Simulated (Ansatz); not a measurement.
Input file:

```yaml
crystal:
  periodic: [false, false, false]
  atoms:
    - {symbol: Be, position_ang: [0.000000, -0.313711, 0.101330]}
    - {symbol: H, position_ang: [0.000000, 2.047961, -1.926790]}
    - {symbol: H, position_ang: [0.000000, 0.756992, 1.020775]}
basis:
  gaussian: {orbitals: cc-pVTZ-DK}
total_charge: 1
magnetization: {spin_polarized: false, initial_magnetization: 1}
correlation: {method: sc_nevpt2, electrons: outside_noble_gas, active_space: {window: {electrons: 3, orbitals: 3}, states: [{multiplicity: 2, irrep: Sigma, weights: [1]}]}}
accuracy: high
scf: {lower_state_search: full}
```

```sh
$ ansatz run in.yaml --threads 1 --pin off --events-out ev --progress --plain --max-ram 2393MiB
```

**Question.** One thing in this input was set wrong on purpose, beside settings that are merely unusual. What is the gravest fault, and what does the program do?

**Answer.** Irrep not in the group. How the run ends: stopped by an error.
```
the irreps are read with x along [0.000, 1.000, 0.000], y along [0.000, 0.000, 1.000] and z along [1.000, 0.000, 0.000] of the geometry given
781 factors; integrals over basis functions are off by at most 2.5e-9 eV
mean field evaluation 1: about -417.0925 eV, gradient 7.6e0 eV
mean field evaluation 2: about -417.0924 eV, gradient 7.6e0 eV
mean field evaluation 4: about -417.6335 eV, gradient 2.1e0 eV
mean field evaluation 8: about -417.7943 eV, gradient 2.6e-1 eV
mean field evaluation 16: about -416.5591 eV, gradient 1.0e1 eV
mean field -417.79637814 eV, -15.3537337042 hartree, gradient 2.7e-8 eV, S^2 0.750000; 1 other end points of the search recorded, 0 dependent functions left out
reference -417.79637814 eV, -15.3537337042 hartree; 3, 2 occupied and 55, 56 virtual orbitals, 781 factors
Error: the irrep Sigma is not accepted for these orbitals, which take A', A'', or 1 to 2
```
